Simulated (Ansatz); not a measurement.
**SiOF (doublet): wave-function methods side by side, def2-TZVPP**

One table from this session's results is given with a row withheld; the runs are named, their logs left out.

Computed with Ansatz 0.2.0, Gaussian basis. Level: def2-TZVPP, core rule «outside noble gas», up to 7 orbitals frozen.

The runs, in order: UHF; ROHF; CCSD(T) on UHF.

2 further runs of the same task are left out: 2 set aside as unsound or not needed.

## The geometry

The geometry is a PBE0/def2-TZVP stationary point (not a proven minimum).

3 atoms, charge 0, spin multiplicity 2.

Atoms are counted from 1 here; the program's logs count them from 0.

Bond lengths: F1–Si2 1.587 Å, Si2–O3 1.520 Å. Angles: F1–Si2–O3 126.9°.

The first run:

Contents of in.yaml:

```yaml
crystal:
  periodic: [false, false, false]
  atoms:
    - {symbol: F, position_ang: [0.000000, -0.279589, 1.346482]}
    - {symbol: Si, position_ang: [0.000000, 0.382864, -0.095161]}
    - {symbol: O, position_ang: [0.000000, -0.340087, -1.431827]}
basis:
  gaussian: {orbitals: def2-TZVPP}
magnetization: {spin_polarized: true, initial_magnetization: 1}
hamiltonian: {xc: hf}
output: {orbitals: {seedname: orbitals}}
```

Command:

```console
> ansatz run in.yaml --threads 1 --pin off --events-out ev --progress --plain --max-ram 4096MiB --backend cpu
```

Among the steps run: UHF; ROHF; CCSD(T) on UHF.

One table of the session follows, with a row left open; its other results are not shown here.

```
  method  from UCCSD(T) (kcal/mol)
    ROHF                         ?
     UHF                   +377.58
    UMP2                    +13.64
   UCCSD                    +15.00
UCCSD(T)                         0
```

**Question.** Estimate the row for ROHF.

**Answer.** from UCCSD(T) (kcal/mol): +379.67. In the column «from UCCSD(T) (kcal/mol)» it is the highest.

With the free atoms at the same levels and basis (separate runs), the atomisation energy is 11.448 eV at UCCSD(T), 7.675 eV at ROHF.
